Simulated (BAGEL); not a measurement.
**How the cost of UHF grows with the basis: doublet [C5H8]+**

[C5H8]+ has 13 atoms, charge +1, and is taken as a doublet. SMILES of the parent species: `C=C1CCC1`. Geometry: relaxed at PBE0-D4/def2-TZVP. That shape belongs to the parent species and isn't relaxed for this state.

UHF (density fitting with qzvpp-jkfit), energy, BAGEL 1.2.2, on 1 thread of Intel Xeon at 2.30GHz, shared host. N is the number of basis functions, t the processor time.

```
            basis    N  t (s)   ln N   ln t
      6-311G(d,p)  138    3.6  4.927  1.281
    6-311++G(d,p)  166    5.1  5.112  1.629
  6-311++G(2d,2p)  215    7.5  5.371  2.015
6-311++G(3df,3pd)  339      ?  5.826      ?
```

Fit t = C·Nᵖ to the known rows and estimate the time in 6-311++G(3df,3pd).


1. Means of the 3 rows: ln N = 5.13667, ln t = 1.6417.
2. Σ(Δln N)² = 0.099481, Σ(Δln N·Δln t) = 0.16342, so the slope is 0.16342/0.099481 = 1.6427.
3. Intercept: 1.6417 − (1.6427) × 5.13667 = -6.7963. The largest residual of the fit is 0.028.
4. ln t = -6.7963 + 1.6427 × 5.826, so t ≈ 16 s.

The run took 14 s, so the estimate is too long by a factor of about 1.1. The fitted power is 1.6, with the electron count fixed.
